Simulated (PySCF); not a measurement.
Predicted microwave data (PBE0-D3(BJ)/def2-SVP geometry optimisation, gas phase (PySCF 2.14.0)) for one isomer of C5H7F:

```
Rotational constants : A = 7814, B = 1876, C = 1645 MHz
Dipole components    : |μa| = 0.94 D, |μb| = 1.54 D, |μc| = 0.28 D
Inertial defect      : -26.87 u·Å²
κ                    : -0.93
```

Question: Which candidate fits, each taken in the one conformer that was computed?
A. `[CH2:1]=[C:2]([CH3:3])[C:4](=[CH2:5])[F:6]` with C1–C2–C4–C5 179°
B. `[CH2:1]=[C:2]=[CH:3][C@@H:4]([CH3:5])[F:6]` with C2–C3–C4–C5 120°
C. `[CH3:1][CH2:2][C:3]1=[CH:4][C@@H:5]1[F:6]` with C1–C2–C3–C4 -2°
D. `[CH2:1]=[CH:2][CH:3]([F:4])[CH:5]=[CH2:6]` with C1–C2–C3–F4 1°, C2–C3–C5–C6 121°

Answer: B. It is C=C=C[C@@H](C)F, a near-prolate asymmetric top, point group C1. The candidates at the same level (rigid rotor, commonest isotopes):

```json
{"SMILES": "C=C(C)C(=C)F", "A (MHz)": "5133", "B (MHz)": "3397", "C (MHz)": "2071", "μa (D)": "1.23", "μb (D)": "0.98", "μc (D)": "0.00", "Δ (u·Å²)": "-3.18", "point group": "Cs", "rotor": "asymmetric top"}
{"SMILES": "C=CC(F)C=C", "A (MHz)": "6770", "B (MHz)": "2479", "C (MHz)": "2138", "μa (D)": "0.00", "μb (D)": "1.41", "μc (D)": "0.58", "Δ (u·Å²)": "-42.15", "point group": "Cs", "rotor": "asymmetric top"}
{"SMILES": "CCC1=C[C@@H]1F", "A (MHz)": "9341", "B (MHz)": "1933", "C (MHz)": "1754", "μa (D)": "2.23", "μb (D)": "0.66", "μc (D)": "0.74", "Δ (u·Å²)": "-27.47", "point group": "C1", "rotor": "near-prolate asymmetric top"}
{"SMILES": "C=C=C[C@@H](C)F", "A (MHz)": "7814", "B (MHz)": "1876", "C (MHz)": "1645", "μa (D)": "0.94", "μb (D)": "1.54", "μc (D)": "0.28", "Δ (u·Å²)": "-26.87", "point group": "C1", "rotor": "near-prolate asymmetric top"}
```

`CCC1=C[C@@H]1F` has A 20 % too high; `C=CC(F)C=C` has B 32 % too high; `C=C(C)C(=C)F` has B 81 % too high. No structure here is proved a minimum.
